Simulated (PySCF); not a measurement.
Gas-phase reaction: C4H8 (isobutene) + 2 C2H6 = 2 C4H10 (isobutane)

Energies from PySCF, thermal terms from the rigid-rotor harmonic-oscillator model, ideal gas at 1 bar. Table values come from the NASA 1993 polynomials. † marks an energy on the PBE0/def2-TZVP geometry and frequencies; other levels use their own. 6-31G* has spherical d functions here. All species are closed-shell singlets. B3LYP is the form with VWN-RPA correlation. The harmonic model lacks anharmonicity and excited electronic states, which grow with temperature; levels with a mode under 35 cm⁻¹ are left out. Internal rotation in C4H8 (isobutene), C2H6, C4H10 (isobutane) is treated as a harmonic vibration of one conformer, which makes the entropy rough.

ΔH° and ΔS° at 298 K: table -85 kJ, -161 J/K; B3LYP/6-31G* -68 kJ, -160 J/K; B3LYP/def2-TZVP† -51 kJ, -159 J/K; BLYP/def2-TZVP† -33 kJ, -159 J/K.

Q: With the heat capacities included, give log10 K at 800, 1400, 1600, 1800, 2500 K for each.

A: 
| T (K) | table | B3LYP/6-31G* | B3LYP/def2-TZVP† | BLYP/def2-TZVP† |
|---|---|---|---|---|
| 800 | -2.7 | -3.8 | -4.9 | -6.1 |
| 1400 | -4.8 | -5.5 | -6.1 | -6.8 |
| 1600 | -5.1 | -5.8 | -6.3 | -6.9 |
| 1800 | -5.3 | -5.9 | -6.4 | -6.9 |
| 2500 | -5.8 | -6.3 | -6.6 | -7.0 |
Ten kJ in ΔG° is worth 0.65 decades in K at 800 K and 0.21 at 2500 K. Holding ΔH° and ΔS° at their 298 K values would give -6.6 (table), -6.9 (B3LYP/6-31G*), -7.3 (B3LYP/def2-TZVP†) at 2500 K.
